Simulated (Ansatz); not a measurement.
Reaction (substitution at a C–C bond): `C=CCOC=C` + CH₃OH → `C=COCOC` + `C=C`

Computed with Ansatz on PBE0-D4/def2-TZVP structures; ΔE is electronic, products minus reactants. CCSD(T)/CBS adds triple-zeta CCSD(T) − MP2 to the extrapolated MP2 energy (def2 sets, frozen cores). This one scheme is used for every species. DFT in def2-TZVPP. B3LYP here is the variant with VWN-RPA as its local correlation; programs differ in this. Each species was taken in one conformer, which may not be the lowest.

```json
{"level": "B3LYP", "ΔE (eV)": "0.13"}
{"level": "SCS-MP2/def2-TZVPP", "ΔE (eV)": "0.17"}
```

(1) What does CCSD(T)/CBS give? (Best estimate.)

Largest T1 diagnostic among the species: 0.012.

## Answers

(1) The calculation gave: +0.19 eV. The listed levels differ from it by -0.06, -0.02 eV.

In def2-TZVPP, CCSD(T) changes the Hartree–Fock value by +0.07 eV (the triples alone add +0.00 eV) and MP2 by +0.13 eV.
